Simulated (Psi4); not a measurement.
Psi4 input (wB97X-D/6-311+G**):

```
memory 1500 MB

molecule {
1 1
O    -0.05310982    0.04475927   -1.62689354
C     0.01301331   -0.00671820   -0.39864864
S    -0.01737407    0.00595007    1.09879365
H     0.62478378   -0.41296608   -2.17365816
symmetry c1
no_reorient
no_com
}

set {
  basis 6-311+G**
  reference rks
  scf_type pk
  dft_radial_points 99
  dft_spherical_points 590
  e_convergence 1e-8
  d_convergence 1e-7
  maxiter 150
}

e = energy('wb97x-d')
print_out(f'\nFINAL {e:.10f} DIPOLE {variable("CURRENT DIPOLE")[0]:.6f} {variable("CURRENT DIPOLE")[1]:.6f} {variable("CURRENT DIPOLE")[2]:.6f}\n')
```

Output:

```
   => Loading Basis Set <=

    Name: 6-311+G**
    Role: ORBITAL
    Keyword: BASIS
    atoms 1 entry O          line   171 file 6-311pgss.gbs
    atoms 2 entry C          line   129 file 6-311pgss.gbs
    atoms 3 entry S          line   429 file 6-311pgss.gbs
    atoms 4 entry H          line    42 file 6-311pgss.gbs

   => WB97X-D: Empirical Dispersion <=

    Chai and Head-Gordon Dispersion Correction
    Chai, J.-D.; Head-Gordon, M. (2010), J. Chem. Phys., 132: 6615-6620

        s6 =       1.000000

         ---------------------------------------------------------
                                   SCF
               by Justin Turney, Rob Parrish, Andy Simmonett
                          and Daniel G. A. Smith
                              RKS Reference
         ---------------------------------------------------------

  ==> Geometry <==

    Molecular point group: c1
    Full point group: C1

    Geometry (in Angstrom), charge = 1, multiplicity = 1:

       Center              X                  Y                   Z               Mass
    ------------   -----------------  -----------------  -----------------  -----------------
         O           -0.053109820000     0.044759270000    -1.626893540000    15.994914619570
         C            0.013013310000    -0.006718200000    -0.398648640000    12.000000000000
         S           -0.017374070000     0.005950070000     1.098793650000    31.972071174400
         H            0.624783780000    -0.412966080000    -2.173658160000     1.007825032230

  Running in c1 symmetry.

  Rotational constants: A =     25.90247  B =      0.19242  C =      0.19100 [cm^-1]
  Rotational constants: A = 776536.49219  B =   5768.49104  C =   5725.95585 [MHz]
  Nuclear repulsion =   87.869983049991873

  Charge       = 1
  Multiplicity = 1
  Electrons    = 30
  Nalpha       = 15
  Nbeta        = 15

  ==> Algorithm <==

  SCF Algorithm Type is PK.
  DIIS enabled.
  MOM disabled.
  Fractional occupation disabled.
  Guess Type is SAD.
  Energy threshold   = 1.00e-08
  Density threshold  = 1.00e-07
  Integral threshold = 1.00e-12

  ==> Primary Basis <==

  Basis Set: 6-311+G**
    Blend: 6-311+G**
    Number of shells: 38
    Number of basis functions: 80
    Number of Cartesian functions: 83
    Spherical Harmonics?: true
    Max angular momentum: 2

  ==> DFT Potential <==

   => LibXC <=

    Version 7.1.2
    S. Lehtola, C. Steigemann, M. J. T. Oliveira, and M. A. L. Marques,  SoftwareX 7, 1–5 (2018) (10.1016/j.softx.2017.11.002)

   => Composite Functional: WB97X-D <=

    wB97X-D Hyb-GGA Exchange-Correlation Functional

    J.-D. Chai and M. Head-Gordon,  Phys. Chem. Chem. Phys. 10, 6615–6620 (2008) (10.1039/B810189B)

    Deriv               =              1
    GGA                 =           TRUE
    Meta                =          FALSE

    Exchange Hybrid     =           TRUE
    MP2 Hybrid          =          FALSE

   => Exchange-Correlation Functionals <=

    1.0000   wB97X-D range-separated functional

   => Exact (HF) Exchange <=

    0.7780            HF,LR [omega = 0.2000]
    0.2220               HF

   => LibXC Density Thresholds  <==

    XC_HYB_GGA_XC_WB97X_D:  1.00E-14

   => Molecular Quadrature <=

    Radial Scheme          =       TREUTLER
    Pruning Scheme         =           NONE
    Nuclear Scheme         =       TREUTLER

    Blocking Scheme        =         OCTREE
    BS radius alpha        =              1
    Pruning alpha          =              1
    Radial Points          =             99
    Spherical Points       =            590
    Total Points           =         226874
    Total Blocks           =           1745
    Max Points             =            256
    Max Functions          =             79
    Weights Tolerance      =       1.00E-15

  ==> Integral Setup <==

  Using in-core PK algorithm.
   Calculation information:
      Number of atoms:                   4
      Number of AO shells:              38
      Number of primitives:             69
      Number of atomic orbitals:        83
      Number of basis functions:        80

      Integral cutoff                 1.00e-12
      Number of threads:                 1

  Performing in-core PK
  Using 15751260 doubles for integral storage.
  We computed 250178 shell quartets total.
  Whereas there are 274911 unique shell quartets.

  Computing range-separated integrals for PK
  We computed 250178 wK shell quartets total.
  Whereas there are 274911 wK unique shell quartets.

  ==> DiskJK: Disk-Based J/K Matrices <==

    J tasked:                  Yes
    K tasked:                  Yes
    wK tasked:                 Yes
    Omega:               2.000E-01
    Schwarz Cutoff:          1E-12


  Cached 100.0% of DFT collocation blocks in 0.425 [GiB].

  Minimum eigenvalue in the overlap matrix is 2.1084521531E-04.
  Reciprocal condition number of the overlap matrix is 3.2279536531E-05.
    Using symmetric orthogonalization.

  ==> Pre-Iterations <==

  SCF Guess: Superposition of Atomic Densities via on-the-fly atomic UHF (no occupation information).

   -------------------------
    Irrep   Nso     Nmo
   -------------------------
     A         80      80
   -------------------------
    Total      80      80
   -------------------------

  ==> Iterations <==

                        Total Energy        Delta E     RMS |[F,P]|

   @RKS iter SAD:  -511.77683511477323   -5.11777e+02   0.00000e+00
   @RKS iter   1:  -511.71704366027006    5.97915e-02   5.77992e-03 ADIIS/DIIS
   @RKS iter   2:  -511.71069939280090    6.34427e-03   5.53086e-03 ADIIS/DIIS
   @RKS iter   3:  -511.76910777740937   -5.84084e-02   1.22464e-03 ADIIS/DIIS
   @RKS iter   4:  -511.77218702687799   -3.07925e-03   2.66128e-04 ADIIS/DIIS
   @RKS iter   5:  -511.77231411488435   -1.27088e-04   1.62952e-04 ADIIS/DIIS
   @RKS iter   6:  -511.77240730691881   -9.31920e-05   2.07967e-05 DIIS
   @RKS iter   7:  -511.77241020216007   -2.89524e-06   4.25368e-06 DIIS
   @RKS iter   8:  -511.77241063508507   -4.32925e-07   1.53353e-06 DIIS
   @RKS iter   9:  -511.77241068880528   -5.37202e-08   3.86136e-07 DIIS
   @RKS iter  10:  -511.77241069063848   -1.83320e-09   8.81598e-08 DIIS
  Energy and wave function converged.

  ==> Post-Iterations <==

   Electrons on quadrature grid:
      Ntotal   =   29.9999999371 ; deviation = -6.290e-08

    Orbital Energies [Eh]
    ---------------------

    Doubly Occupied:

       1A    -89.335441     2A    -19.632659     3A    -10.725225
       4A     -8.375312     5A     -6.322866     6A     -6.319178
       7A     -6.317372     8A     -1.538611     9A     -1.211677
      10A     -1.053539    11A     -0.866032    12A     -0.837906
      13A     -0.818841    14A     -0.676260    15A     -0.657486

    Virtual:

      16A     -0.258531    17A     -0.232825    18A     -0.155147
      19A     -0.082286    20A     -0.073885    21A     -0.050981
      22A     -0.049868    23A     -0.027097    24A     -0.011385
      25A     -0.004602    26A      0.030548    27A      0.049678
      28A      0.097454    29A      0.134320    30A      0.138871
      31A      0.169313    32A      0.189701    33A      0.203948
      34A      0.212163    35A      0.293791    36A      0.338498
      37A      0.386536    38A      0.419995    39A      0.519688
      40A      0.542872    41A      0.548414    42A      0.555335
      43A      0.583327    44A      0.638270    45A      0.674464
      46A      0.885558    47A      0.889190    48A      0.932083
      49A      1.038099    50A      1.065057    51A      1.092578
      52A      1.190569    53A      1.236824    54A      1.406499
      55A      1.417212    56A      1.493715    57A      1.508374
      58A      1.531317    59A      1.759299    60A      1.867691
      61A      2.320116    62A      2.360470    63A      2.466297
      64A      2.510293    65A      2.793611    66A      3.016538
      67A      3.096460    68A      3.178355    69A      3.531999
      70A      3.624014    71A      4.777448    72A      5.027834
      73A      5.511634    74A      7.714028    75A     17.112127
      76A     17.113168    77A     17.462801    78A     23.602569
      79A     49.753758    80A    188.961708

    Final Occupation by Irrep:
              A
    DOCC [    15 ]
    NA   [    15 ]
    NB   [    15 ]

  @RKS Final Energy:  -511.77241069063848

   => Energetics <=

    Nuclear Repulsion Energy =             87.8699830499918733
    One-Electron Energy =                -870.2620565846971203
    Two-Electron Energy =                 299.2368383296782213
    DFT Exchange-Correlation Energy =     -28.6168884177560621
    Empirical Dispersion Energy =          -0.0002870678554161
    VV10 Nonlocal Energy =                  0.0000000000000000
    Total Energy =                       -511.7724106906384804

Computation Completed

Properties will be evaluated at   0.000000,   0.000000,   0.000000 [a0]

Properties computed using the SCF density matrix

 Multipole Moments:

 ------------------------------------------------------------------------------------
     Multipole            Electronic (a.u.)      Nuclear  (a.u.)        Total (a.u.)
 ------------------------------------------------------------------------------------

 L = 1.  Multiply by 2.5417464519 to convert [e a0] to [Debye]
 Dipole X            :          0.5659604           -0.0000001            0.5659604
 Dipole Y            :         -0.3810578           -0.0000000           -0.3810578
 Dipole Z            :         -0.6606894            0.0000002           -0.6606893
 Magnitude           :                                                    0.9497508

 ------------------------------------------------------------------------------------

FINAL -511.7724106906 DIPOLE 0.565960 -0.381058 -0.660689

*** Psi4 exiting successfully. Buy a developer a beer!
```

The dipole moment of an ion depends on the origin.
